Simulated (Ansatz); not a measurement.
Eight cases of atomisation energy of first-row species (electronic energies, kcal/mol), geometries: B3LYP-D3(BJ)/def2-TZVP. Functionals by Ansatz (an electronic-structure program) in def2-TZVPD; columns hold the difference against the high level (Ansatz, AFQMC by cisd_afqmc): A = CCSD(T)/CBS(aug-cc-pVTZ,aug-cc-pVQZ) + [CCSDT(Q) - CCSD(T)]/aug-cc-pVDZ + core + X2C; B = CCSD(T)/CBS(cc-pVQZ,cc-pV5Z) + [CCSDT(Q) - CCSD(T)]/cc-pVDZ + core + X2C; C = CCSD(T)/CBS(cc-pVQZ,cc-pV5Z) + [CCSDT(Q) - CCSD(T)]/cc-pVQZ + [CCSDTQ - CCSDT(Q)]/cc-pVDZ + core + X2C; D = CCSD(T)/CBS(cc-pVQZ,cc-pV5Z) + [CCSDT(Q) - CCSD(T)]/cc-pVTZ + [CCSDTQ - CCSDT(Q)]/cc-pVDZ + core + X2C; E = CCSD(T)/CBS(cc-pVTZ,cc-pVQZ) + [CCSDT(Q) - CCSD(T)]/cc-pVDZ + core + X2C. The cases were drawn at random from those of this class that have a high level and all functionals, leaving out states under which another spin lies or may lie. Left out are anions, K, Ca, elements past Kr, ionisation of Li, Na and Mg, pi-pi* triplets of linear molecules and other triplets made from a closed-shell parent. Runs that doubt their state, and full CI more than 15 mEh from coupled cluster, are set aside; a case stays where another high level and all functionals remain. AFQMC serves as high level only in triple zeta or larger, with a steady walk, a bar under 0.8 kcal/mol and agreement with other high levels or trials where they ran; where none ran, an unstable determinant or (outside 3d species) a high T1 diagnostic also bars it, so strongly correlated cases are thinned. No case was kept or dropped by the size of a functional's miss. Each difference is the functional minus the high level; affinities count positive where energy is released, gaps as the second state minus the first. UHF or UKS for unpaired electrons; spin-orbit terms are left out. CBS(X,Y): correlation extrapolated as X^-3, Hartree-Fock from the larger set (Q,5: extrapolated as (X+1)exp(-9√X)). A bracket is a step between two methods taken in the basis named. Functionals run without relativity, which enters their misses. Double hybrids freeze cores in their MP2 part. 'core' is core correlation in cc-pwCVTZ, 'X2C' scalar relativity in cc-pVTZ-DK, both at CCSD(T). Where a partner has so few electrons that a lower coupled-cluster level is exact, that level stands in. The restricted determinant of C4H2 (C#CC#C, singlet) is unstable towards broken spin symmetry in at least one set run. The restricted determinant of C3H3F (C=C=CF, singlet) is unstable towards broken spin symmetry in at least one set run. The restricted determinant of C3H3N (C=CC#N, singlet) is unstable towards broken spin symmetry in at least one set run. The UHF reference of C3H3 ([C]1=CC1, doublet) is spin-contaminated (<S^2> up to 0.14 over the pure value in the sets run). The UHF reference of CNO ([N]=C=O, doublet) is spin-contaminated (<S^2> up to 0.10 over the pure value in the sets run).

| case | level | value |
|---|---|---|
| C4H2 (SMILES C#CC#C) | B | 697.2 |
| C3H3F (SMILES C=C=CF) | B | 707.3 |
| H3BO3 (boric acid, SMILES OB(O)O) | E | 732.1 |
| C3H3 (SMILES [C]1=CC1, doublet) | A | 566.5 |
| C3H3N (SMILES C=CC#N) | E | 763.4 |
| NCO (SMILES [N]=C=O, doublet) | D | 317.4 |
| CH4 (SMILES C) | C | 420.2 |
| CH3F (fluoromethane, SMILES CF) | D | 422.8 |

Predict the difference of PBE, CAM-B3LYP, B2PLYP for each case and sum up.


| case | PBE | CAM-B3LYP | B2PLYP |
|---|---|---|---|
| C4H2 (SMILES C#CC#C) | 29.5 | -3.6 | -3.1 |
| C3H3F (SMILES C=C=CF) | 27.5 | 1.5 | -6.3 |
| H3BO3 (boric acid, SMILES OB(O)O) | 9.3 | -3.0 | -12.6 |
| C3H3 (SMILES [C]1=CC1, doublet) | 22.6 | -0.9 | -6.1 |
| C3H3N (SMILES C=CC#N) | 27.2 | -0.9 | -5.4 |
| NCO (SMILES [N]=C=O, doublet) | 32.1 | 4.5 | 1.8 |
| CH4 (SMILES C) | -0.7 | 0.9 | -5.1 |
| CH3F (fluoromethane, SMILES CF) | 6.0 | 1.5 | -5.0 |
PBE: mean +19.2, mean absolute 19.4, median absolute 24.9, largest +32.1; CAM-B3LYP: mean +0.0, mean absolute 2.1, median absolute 1.5, largest +4.5; B2PLYP: mean -5.2, mean absolute 5.7, median absolute 5.2, largest -12.6 kcal/mol. PBE lies above in 7 and below in 1 of the eight.
